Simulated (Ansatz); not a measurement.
# BH₂ (quartet): from Hartree-Fock to the top rungs, def2-QZVPP

One table from this session's results is given with a row withheld; the runs are named, their logs left out.

The runs use Ansatz 0.2.0, Gaussian basis; def2-QZVPP, core rule «outside noble gas», up to 1 orbitals frozen.

To be run: UHF; ROHF; CCSD(T) on UHF.

2 further runs of the same task are left out: 2 set aside as unsound or not needed.

## The system

The geometry is a PBE0/def2-TZVP stationary point (not a proven minimum) of the parent state, kept for this charge and spin.

3 atoms, charge 0, spin multiplicity 4.

Atoms are counted from 1 here; the program's logs count them from 0.

Bond lengths: B1–H2 1.291 Å, B1–H3 1.291 Å. Angles: H2–B1–H3 66.8°.

Set-up of the first run:

File in.yaml:

```yaml
crystal:
  periodic: [false, false, false]
  atoms:
    - {symbol: B, position_ang: [0.000000, 0.000000, -0.169375]}
    - {symbol: H, position_ang: [0.000000, 0.710556, 0.908347]}
    - {symbol: H, position_ang: [0.000000, -0.710556, 0.908347]}
basis:
  gaussian: {orbitals: "def2-QZVPP.json"}
magnetization: {spin_polarized: true, initial_magnetization: 3}
hamiltonian: {xc: hf}
output: {orbitals: {seedname: orbitals}}
```

Run with:

```sh
$ ansatz run in.yaml --threads 1 --pin off --events-out ev --progress --plain --max-ram 2393MiB
```

Among the steps run: UHF; ROHF; CCSD(T) on UHF.

One of the session's tables, all rows but one given; the rest of the session is left out.

| method | from UCCSD(T) (kcal/mol) |
| --- | --- |
| ROHF | ? |
| UHF | +58.46 |
| UMP2 | +11.50 |
| UCCSD | +1.79 |
| UCCSD(T) | 0 |

**Question.** Estimate the row for ROHF.

**Answer.** from UCCSD(T) (kcal/mol): +60.06. In the column «from UCCSD(T) (kcal/mol)» it is the highest.
